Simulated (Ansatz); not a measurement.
Geometry optimisation, RKS B3LYP-D4/6-31G* in Ansatz.

Input:

```yaml
crystal:
  periodic: [false, false, false]
  atoms:
    - { symbol: B, position_ang: [0.0, 0.0, 0.0] }
    - { symbol: C, position_ang: [0.0, 0.0, 1.95] }
    - { symbol: H, position_ang: [-0.9996, -0.3092, 2.3205] }
    - { symbol: H, position_ang: [0.7676, -0.7111, 2.3205] }
    - { symbol: H, position_ang: [0.232, 1.0203, 2.3205] }
    - { symbol: "N", position_ang: [1.3423, 0.0, -0.775] }
    - { symbol: H, position_ang: [1.8089, -0.9179, -1.0268] }
    - { symbol: H, position_ang: [1.7937, 0.9179, -1.0532] }
    - { symbol: H, position_ang: [-1.0305, 0.0, -0.595] }
    - { symbol: H, position_ang: [-0.1908, -1.4011, 0.4698] }
    - { symbol: H, position_ang: [-0.1595, -1.1709, 1.3616] }
basis:
  gaussian: { orbitals: "6-31G*" }
hamiltonian:
  xc: b3lyp
  dispersion: d4
relax:
  f_tol: 0.15
  max_steps: 25
  restrain:
    - { distance: [0, 9], at: 1.19, k: 30.0 }
    - { distance: [10, 1], at: 1.11, k: 30.0 }
    - { distance: [0, 1], at: 2.8, k: 30.0 }
    - { distance: [10, 9], at: 1.86, k: 30.0 }
```

Run as:

```bash
$ ansatz run input.yaml --threads 1 --pin off --max-ram 2048MiB --backend cpu --events-out ev --progress --plain --runs-dir out
```

Q: Where does it end, and by what steps?

A: The run converged. The restraints hold the end off the free minimum. After 10 steps the energy has fallen by 4.998 eV (the restraints' own energy left out); H4 moved furthest, 0.93 Å.

```tsv
step	energy less start (eV)	largest force component (eV/Å)	accepted
0	0.0000	3.447	yes
1	0.1325	3.501	yes
2	-0.7784	3.526	yes
3	-2.6416	3.188	yes
4	-4.2231	2.035	yes
5	-4.8293	2.383	yes
6	-4.9295	1.050	yes
7	-4.9759	0.582	yes
8	-4.9884	0.558	yes
9	-4.9929	0.494	yes
10	-4.9979	0.497	yes
```

```xyz
11
Properties=species:S:1:pos:R:3
B -0.015 -0.442 -0.506
C -0.012 -0.250 2.303
H -0.991 0.155 2.573
H 0.471 -0.661 3.196
H 0.610 0.546 1.890
N 1.240 0.010 -0.918
H 2.056 -0.585 -0.966
H 1.434 0.975 -1.148
H -0.933 0.326 -0.460
H -0.154 -1.593 -0.231
H -0.142 -1.052 1.560
```

Time of the run: 23 s on 1 thread of Arm Neoverse V2, on a shared host, peak memory 0.14 GiB.
